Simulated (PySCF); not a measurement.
**Unknown compound**

An unknown has the formula C6H6. Its calculated NMR data are:

1H NMR (300 MHz, computed): δ 1.90 (s, 6H).

13C{1H} NMR (computed): δ 78.2 (C), 73.8 (C), 4.9 (CH3).

Rapidly exchanging positions averaged, one conformer, gas phase, non-relativistic. PBE0/pcSseg-2 with gauge-including orbitals; geometry from PBE0-D3(BJ)/def2-TZVP; PySCF 2.14.

Shifts are taken against calculated references (same method and geometry level): 1H, 13C against TMS.

Q: Which candidate is it?
A. C1=CC2C3C1C23
B. C12C3C1C1C2C31
C. CC#CC#CC

A: C. 

- The formula gives 4 degrees of unsaturation (no ring in the answer).
- 3 carbon signals for 6 carbons: some carbons are equivalent by symmetry or fast rotation.
- Carbon types of the structure: 4 × C, 2 × CH3, which accounts for all hydrogens.
- δC 78.2, 73.8: alkyne carbon; the triple bond shields along its axis, which puts it between sp3 and sp2 carbons.
- δC 4.9: propargylic methyl carbon; aliphatic region, no heteroatom directly attached.
- δH 1.90: hydrogen on a propargylic methyl carbon.

The others: C1=CC2C3C1C23 would give 3 signals for carbon-bound and other non-exchanging H, not 1; C12C3C1C1C2C31 would give 1 carbon signal, not 3.

Shifts are as computed. Against solution values, carbons near 30 ppm lie about +3 ppm off and those near 130 ppm about +9 ppm. Of 1211 compounds with measured shifts, 218 miss one by over three times the rms of a fit or turn the order of signals round; such compounds aren't used in these exercises.
